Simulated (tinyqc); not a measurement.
The integration grid: Kohn-Sham LDA (VWN5) on finer and finer grids in the sto-6g basis, for BH3, spin multiplicity 1. Computed by the program tinyqc with PySCF. 

Geometry (angstrom):
```
atom        x        y       z
B      0.0000   0.0000  0.0230
H      1.2600   0.0000  0.0000
H     -0.6300   1.0910  0.0000
H     -0.6300  -1.0910  0.0000
```

Self-consistent on each grid; the net force on the molecule should vanish.

Kohn-Sham energy on Becke grids (radial x angular points per atom):
```
grid       points  residual of the electron count  E (hartree)  E - finest (mhartree)  largest net force without grid terms (hartree/bohr)
10 x 14       553                        2.46e-02   -26.196166              -7.245281                                             3.18e-02
15 x 26      1551                        3.80e-03   -26.186876               2.044615                                             4.12e-03
20 x 50      3987                       -5.84e-04   -26.189230              -0.308615                                             3.82e-04
30 x 86     10301                        7.48e-05   -26.188948              -0.026729                                             3.05e-05
50 x 194    38767                        8.22e-06   -26.188925              -0.003785                                             1.72e-05
75 x 302    90496                       -9.17e-08   -26.188921               0.000060                                             3.11e-06
120 x 590  282800                        3.13e-08   -26.188921               0.000000                                             7.81e-08
```

The energy is within 0.1 mhartree of the finest grid first at 30 x 86. The error has both signs, since quadrature is not variational. The electron count and the net force are cheap signs of a poor grid.
